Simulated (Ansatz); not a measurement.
Geometry optimisation, RKS PBE-D4/def2-SVP (Ansatz).

Input file:

```yaml
crystal:
  periodic: [false, false, false]
  atoms:
    - { symbol: Al, position_ang: [-0.09307, -0.500592, -0.53557] }
    - { symbol: C, position_ang: [-0.035191, -0.242521, 2.621174] }
    - { symbol: H, position_ang: [-1.003829, -0.261125, 3.153] }
    - { symbol: H, position_ang: [0.762698, -0.645157, 3.272316] }
    - { symbol: H, position_ang: [0.219192, 0.796607, 2.336228] }
    - { symbol: F, position_ang: [1.40514, 0.180454, -0.887257] }
    - { symbol: H, position_ang: [-1.36833, 0.359402, -0.923409] }
    - { symbol: H, position_ang: [-0.100359, -1.912582, 0.147092] }
    - { symbol: H, position_ang: [-0.10195, -0.918186, 1.737126] }
basis:
  gaussian: { orbitals: def2-SVP }
hamiltonian:
  xc: pbe
  dispersion: d4
relax:
  f_tol: 0.03
  max_steps: 50
output:
  orbitals: {}
```

Command:

```bash
$ ansatz run input.yaml --threads 1 --pin off --max-ram 2048MiB --backend cpu --events-out ev --progress --plain --runs-dir out
```

Where does it end, and by what steps?

The forces met the threshold. After 14 steps the energy has fallen by 0.222 eV; H5 moved furthest, 0.85 Å.

```
step  energy less start (eV)  largest force component (eV/Å)  accepted
   0                  0.0000                           0.459       yes
   1                 -0.0711                           0.167       yes
   2                 -0.0955                           0.380       yes
   3                 -0.1140                           0.369       yes
   4                 -0.1403                           0.152       yes
   5                 -0.1612                           0.265       yes
   6                 -0.1762                           0.287       yes
   7                 -0.1862                           0.217       yes
   8                 -0.1912                           0.364       yes
   9                 -0.2040                           0.182       yes
  10                 -0.2115                           0.240       yes
  11                 -0.2155                           0.086       yes
  12                 -0.2207                           0.072       yes
  13                 -0.2209                           0.052       yes
  14                 -0.2215                           0.021       yes
```

```xyz
9
Properties=species:S:1:pos:R:3
Al -0.105 -0.481 -0.256
C -0.027 -0.267 2.445
H -0.877 0.366 2.754
H 0.568 -0.583 3.323
H 0.652 0.311 1.781
F 1.256 0.512 -0.438
H -1.521 0.247 -0.295
H 0.148 -2.050 -0.367
H -0.410 -1.199 1.974
```

Whether the end is a true minimum wasn't checked by a vibrational analysis.

Run time: 17 s on 1 thread of Intel(R) Xeon(R) 6975P-C (Granite Rapids), on a shared host, peak memory 0.16 GiB.
